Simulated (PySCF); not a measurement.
# CH4O2: water and formaldehyde

The system is a cluster of water and formaldehyde, neutral, singlet.

Parts: 1 = water (O), atoms 1–3; 2 = formaldehyde (C=O), atoms 4–7.

```xyz
7

O     0.056    0.201    0.373
H    -0.407    0.141   -0.465
H     0.725   -0.499    0.349
C     2.677   -0.616    1.907
O     2.343   -1.357    1.024
H     3.571   -0.824    2.524
H     2.107    0.302    2.138
```
Atoms count from 1 in this order.

In these coordinates H3···O5 is 1.952 Å. Part 2 is then moved rigidly along that line, all else held; at short range other atoms may come into contact.

The starting structure comes from a short search with a few starts; no frequency run checks that it is a minimum, and another way of binding may lie lower.

Method: CCSD(T)/aug-cc-pVDZ and MP2/aug-cc-pVTZ, aug-cc-pVQZ counterpoise interaction energy, frozen core, gas phase (PySCF). The geometry comes from PBE0-D3(BJ)/def2-TZVPD.

Counterpoise energies in kcal/mol, cluster less the parts frozen as they stand in it; small is aug-cc-pVDZ, large aug-cc-pVQZ. Estimated limit: HF in aug-cc-pVQZ, MP2 correlation extrapolated as X⁻³ from aug-cc-pVTZ and aug-cc-pVQZ, and CCSD(T) less MP2 in aug-cc-pVDZ; it isn't the exact limit.

Problem. How do the values run over the points 1.757, 1.854, 1.952, 2.050, 2.147, 2.440, 2.928, 3.904?

Solution. 
| H3···O5 (Å) | HF large | MP2 large | SCS-MP2 large | CCSD(T) small | CCSD(T) limit est. |
| --- | --- | --- | --- | --- | --- |
| 1.757 | -2.07 | -4.40 | -3.51 | -3.22 | -4.47 |
| 1.854 | -3.12 | -5.02 | -4.28 | -4.11 | -5.10 |
| 1.952 | -3.67 | -5.21 | -4.60 | -4.52 | -5.30 |
| 2.050 | -3.90 | -5.14 | -4.63 | -4.61 | -5.23 |
| 2.147 | -3.91 | -4.91 | -4.48 | -4.51 | -4.99 |
| 2.440 | -3.39 | -3.87 | -3.63 | -3.70 | -3.94 |
| 2.928 | -2.25 | -2.35 | -2.24 | -2.29 | -2.38 |
| 3.904 | -1.01 | -0.93 | -0.91 | -0.92 | -0.94 |

The 8 runs took 23 min in all, one thread each of Arm Neoverse N1 on a shared host, launched as `OMP_NUM_THREADS=1 python cluster_run.py task.json out`.
